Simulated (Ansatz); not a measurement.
Predict the output of the script below (Ansatz 0.2.0 through its Python package).

The script, `composite_alclh.py`:
```python
import itertools
import logging
import sys
import warnings

import ansatz
from ase.data import atomic_numbers, covalent_radii
import numpy as np

logging.basicConfig(stream=sys.stdout, format="[%(levelname)s] %(message)s")
logger = logging.getLogger("ansatz_job")
logger.setLevel(logging.INFO)


def main() -> None:
    warnings.simplefilter("ignore", ansatz.DeckWarning)

    geometry_ang = [
        ("Al", (-0.1866, -0.6402, -0.18)),
        ("Cl", (1.556, 0.1363, 0.8691)),
        ("H", (-1.3803, 0.439, -0.7024)),
    ]
    system = ansatz.Crystal.molecule()
    for symbol, xyz in geometry_ang:
        system = system.atom(symbol, xyz)

    job = (
        system.calculation()
        .basis(gaussian="def2-SVP")
        .functional("r2SCAN")
        .spin("collinear", total=1)
    )
    symbols = [site.symbol for site in system.cartesian_sites]
    start = np.array([site.position_ang for site in system.cartesian_sites], dtype=float)
    data = job.relax(force_tolerance=0.01).run(threads=1, backend="cpu").report
    end = np.array(data["positions_ang"])
    radius = [covalent_radii[atomic_numbers[s]] for s in symbols]
    span = lambda where, i, j: np.linalg.norm(where[i] - where[j])
    bonded = [(i, j) for i, j in itertools.combinations(range(len(symbols)), 2) if min(span(start, i, j), span(end, i, j)) < 1.2 * (radius[i] + radius[j])]
    logger.info("pair        before    after (A)")
    for i, j in bonded:
        print(f"{symbols[i]}{i}-{symbols[j]}{j}".ljust(10), f"{span(start, i, j):8.4f} {span(end, i, j):8.4f}")

    minimum = ansatz.Crystal.molecule()
    for symbol, place in zip(symbols, end):
        minimum = minimum.atom(symbol, place.tolist())
    at_minimum = minimum.calculation().spin("collinear", total=1)
    level = lambda method, basis: at_minimum.basis(gaussian=basis).correlation(method).run(threads=1, backend="cpu").report
    small, large, cluster = level("mp2", "cc-pVDZ"), level("mp2", "cc-pVTZ"), level("ccsd_t", "cc-pVDZ")
    corr = lambda each: (each["free_energy_ev"] - each["reference_energy_ev"]) / 27.211386246
    mp2_limit = (27 * corr(large) - 8 * corr(small)) / 19
    pieces = {"HF / cc-pVTZ": large["reference_energy_ev"] / 27.211386246, "MP2 correlation, DZ-TZ limit": mp2_limit, "CCSD(T) - MP2 / cc-pVDZ": corr(cluster) - corr(small)}
    for name, value in pieces.items():
        logger.info(f"{name:32s} {value:14.6f} Ha")
    logger.info(f"{'sum':32s} {sum(pieces.values()):14.6f} Ha")
    print("T1 diagnostic", round(cluster["correlation"]["coupled_cluster"]["t1_diagnostic"], 4))


if __name__ == "__main__":
    main()
```

```console
$ python composite_alclh.py
[INFO] pair        before    after (A)
Al0-Cl1      2.1772   2.1234
Al0-H2       1.6919   1.6059
[INFO] HF / cc-pVTZ                        -702.065696 Ha
[INFO] MP2 correlation, DZ-TZ limit          -0.271513 Ha
[INFO] CCSD(T) - MP2 / cc-pVDZ               -0.027443 Ha
[INFO] sum                                 -702.364653 Ha
T1 diagnostic 0.0144
```

Reading the output:
- These settings explore the input space; basis and method may be short of convergence.
- The sum leaves out core correlation, relativity, the Hartree-Fock basis error and zero-point energy; a DZ-TZ extrapolation is rough.
- The species is open-shell (spin multiplicity 2).
- Inner cores stay frozen, so this is valence correlation.
- For Al to Cl the sets with a tight d function, cc-pV(X+d)Z, are usual.
- Wall time of the script: 13 s on 1 thread of Arm Neoverse V1 (shared host), peak memory 0.21 GiB.

(Lines on the test bed's own set-up are left out of the output.)
